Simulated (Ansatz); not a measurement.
```yaml
crystal:
  periodic: [true, true, true]
  atoms:
    - {symbol: C, position_ang: [-1.357231, 1.361242, 0.322189]}
    - {symbol: C, position_ang: [-0.620624, 0.069620, 0.224432]}
    - {symbol: C, position_ang: [0.620528, -0.069651, -0.224717]}
    - {symbol: C, position_ang: [1.357252, -1.361235, -0.322123]}
    - {symbol: H, position_ang: [-2.275090, 1.340561, -0.274295]}
    - {symbol: H, position_ang: [-1.659861, 1.568227, 1.353823]}
    - {symbol: H, position_ang: [-0.745099, 2.195841, -0.025806]}
    - {symbol: H, position_ang: [-1.157036, -0.820938, 0.551401]}
    - {symbol: H, position_ang: [1.156915, 0.820894, -0.551758]}
    - {symbol: H, position_ang: [1.660914, -1.567924, -1.353507]}
    - {symbol: H, position_ang: [2.274524, -1.340707, 0.275280]}
    - {symbol: H, position_ang: [0.744808, -2.195940, 0.025073]}
basis:
  gaussian: {orbitals: x2c-TZVPPall}
hamiltonian: {xc: {name: wB97X}}
output: {forces: true}
```

```sh
$ ansatz run in.yaml --threads 4 --pin off --events-out ev --progress --plain --max-ram 10444MiB
```

Output, abridged:

```
Error: YAML parse error: error: line 2 column 3: crystal: missing field `lattice` (a structure is typed as `lattice` and `atoms`, a molecule's as `atoms` in Å alone, or read from a run's directory, `checkpoint`)
 --> <input>:2:3
  |
1 | crystal:
2 |   periodic: [true, true, true]
  |   ^ crystal: missing field `lattice` (a structure is typed as `lattice` and `atoms`, a molecule's as `atoms` in Å alone, or read from a run's directory, `checkpoint`)
3 |   atoms:
4 |     - {symbol: C, position_ang: [-1.357231, 1.361242, 0.322189]}
  |
```

(1) What is wrong with this run?

Results:

(1) The molecule is marked periodic without a cell. The program refused the input.
